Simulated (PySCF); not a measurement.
MgAl: energy against distance

Set-up: Mg def2-SVPD, Al def2-SVPD; no relativity (PySCF 2.14). Energies in eV from Mg + Al in their ground configurations at the same level. State: ²Π (doublet), unpaired electrons π ↑.

All columns are PBE0. A positive dipole means Mg(−)Al(+).

```csv
R (Å),E (eV),μ (D),Mulliken charge on Mg (basis-dependent),HOMO (eV),LUMO (eV),Mayer bond order,⟨S²⟩
2.505,-0.253,-1.52,-0.08,-4.21,-2.53,1.28,0.77
2.622,-0.394,-1.50,-0.06,-4.12,-2.44,1.20,0.77
2.738,-0.468,-1.47,-0.04,-4.04,-2.37,1.12,0.77
2.826,-0.493,-1.44,-0.02,-3.99,-2.32,1.05,0.77
2.913,-0.499,-1.41,0.00,-3.95,-2.27,0.99,0.77
3.000,-0.491,-1.38,0.01,-3.91,-2.23,0.92,0.77
3.117,-0.466,-1.34,0.02,-3.87,-2.21,0.83,0.77
3.263,-0.421,-1.28,0.04,-3.83,-2.22,0.73,0.76
3.437,-0.358,-1.21,0.05,-3.80,-2.23,0.61,0.76
3.670,-0.276,-1.09,0.05,-3.78,-2.22,0.46,0.76
```

A fit through these points gives, at Re = 2.902 Å, μ = -1.42 D and dμ/dR = 0.347 D/Å; the reduced mass is 12.7 u.

How strong is the fundamental in the double-harmonic approximation, I = 42.26·(dμ/dR)²/μred km/mol?

I = 42.26·(0.347)²/12.7 = 0.401 km/mol at PBE0.

The state was picked by a PBE0 search and need not be the measured ground state.
